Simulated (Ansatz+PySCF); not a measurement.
# doublet C₂H₄Cl: levels of theory in one basis

```xyz
7

C     0.0083    0.0000   -0.9094
C    -0.2596    0.0000    0.5210
Cl    1.3713    0.0000    1.4942
H     0.1998    0.9290   -1.4309
H     0.1998   -0.9290   -1.4309
H    -0.7599    0.8960    0.8780
H    -0.7599   -0.8960    0.8780
```

Basis set: cc-pVTZ on H, C; cc-pV(T+d)Z on Cl (spherical functions). Frozen core: 7 orbitals. Correlation on ROHF uses semicanonical orbitals with singles. Charge 0, multiplicity 2.

Computed with Ansatz (development build ahead of 0.2.0) and PySCF 2.14.0; each method stands on the lowest determinant of its kind that the runs found.

```json
{"method": "ROHF", "E − E(ROHF) (eV)": "0.00", "<S²> of the determinant": "0.75"}
{"method": "UHF", "E − E(ROHF) (eV)": "-0.15", "<S²> of the determinant": "0.77"}
{"method": "ROHF-MP2", "E − E(ROHF) (eV)": "-13.98", "<S²> of the determinant": "–"}
{"method": "UHF-MP2", "E − E(ROHF) (eV)": "-13.96", "<S²> of the determinant": "0.77"}
```

**Question.** What does ROHF-CCSD(T) give on the same scale?

**Answer.** -15.73 eV.
